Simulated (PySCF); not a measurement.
# Level sweep

Species: HCl.
SMILES: `Cl`

PySCF, dipoles from the SCF density, polarisabilities from static response with core orbitals frozen. Geometry: PBE0-D3(BJ)/def2-SVP; no solvent, vibrations or thermal averaging.

**Question.** Which levels come closest to the reference values?

**Answer.** 

| level | μ (D) | error (%) | α (Å³) | error (%) | anisotropy (Å³) |
| --- | --- | --- | --- | --- | --- |
| LDA/def2-SVPD | 1.159 | +6.0 | 2.66 | +5.9 | 0.21 |
| PBE/def2-SVPD | 1.118 | +2.3 | 2.64 | +5.2 | 0.20 |
| B3LYP/def2-SVPD | 1.134 | +3.8 | 2.59 | +2.9 | 0.23 |
| PBE0/def2-SVPD | 1.170 | +7.0 | 2.55 | +1.3 | 0.22 |
| BHandHLYP/def2-SVPD | 1.184 | +8.3 | 2.50 | -0.7 | 0.26 |
| CAM-B3LYP/def2-SVPD | 1.170 | +7.0 | 2.56 | +1.7 | 0.24 |
| wB97X-D/def2-SVPD | 1.190 | +8.9 | 2.53 | +0.6 | 0.23 |
| LC-wPBE/def2-SVPD | 1.219 | +11.5 | 2.49 | -1.1 | 0.24 |
| HF/def2-SVPD | 1.246 | +14.0 | 2.42 | -3.6 | 0.28 |
| PBE0/6-31G* | 1.517 | +38.8 | 1.25 | -50.3 | 1.02 |
| PBE0/def2-SVP | 1.377 | +26.0 | 1.24 | -50.7 | 0.90 |
| PBE0/6-31+G* | 1.545 | +41.3 | 1.52 | -39.4 | 0.63 |
| PBE0/aug-cc-pVDZ | 1.178 | +7.8 | 2.40 | -4.5 | 0.34 |
| PBE0/def2-TZVP | 1.268 | +16.0 | 1.72 | -31.6 | 0.70 |
| PBE0/def2-TZVPD | 1.128 | +3.2 | 2.60 | +3.5 | 0.23 |
| PBE0/aug-cc-pVTZ | 1.144 | +4.7 | 2.56 | +1.8 | 0.27 |

Reference dipole: 1.093 D (measured, gas; NIST CCCBDB Release 22 (SRD 101), experimental dipoles). Reference dipole: 1.105 D (computed, CCSD(T)/CBS, all electrons, equilibrium geometry, gas; Hait, Head-Gordon, J. Chem. Theory Comput. 14 (2018) 1969). Reference dipole: 1.109 D (measured, gas; Liu, Meijer, Perez-Rios, Phys. Chem. Chem. Phys. 22 (2020) 24191). Reference polarisability: 2.515 Å³ (measured, gas; NIST CCCBDB Release 22 (SRD 101), experimental polarizabilities). Reference polarisability: 2.542 Å³ (computed, CCSD(T)/CBS, static electronic, isotropic average, equilibrium geometry, gas; Hait, Head-Gordon, Phys. Chem. Chem. Phys. 20 (2018) 19800). Errors are taken against the first value of each kind. The anisotropy is √(½[(α1 − α2)² + (α2 − α3)² + (α3 − α1)²]). For the dipole, the smallest error is 2.3% (PBE/def2-SVPD) and the largest 41.3% (PBE0/6-31+G*). For the polarisability, the smallest error is 0.6% (wB97X-D/def2-SVPD) and the largest 50.7% (PBE0/def2-SVP). The dipole runs from 1.12 D (PBE/def2-SVPD) to 1.54 D (PBE0/6-31+G*). In one basis (def2-SVPD) the functionals order the polarisability from HF (lowest) to LDA (highest), a spread of 10%. With PBE0 the polarisability is 1.40 Å³ without diffuse functions (mean of 6-31G*, def2-SVP and def2-TZVP) and 2.33 Å³ with them (mean of 6-31+G*, def2-SVPD, aug-cc-pVDZ, def2-TZVPD and aug-cc-pVTZ). Measured values can belong to vibrating molecules; the computed ones are for one fixed geometry.
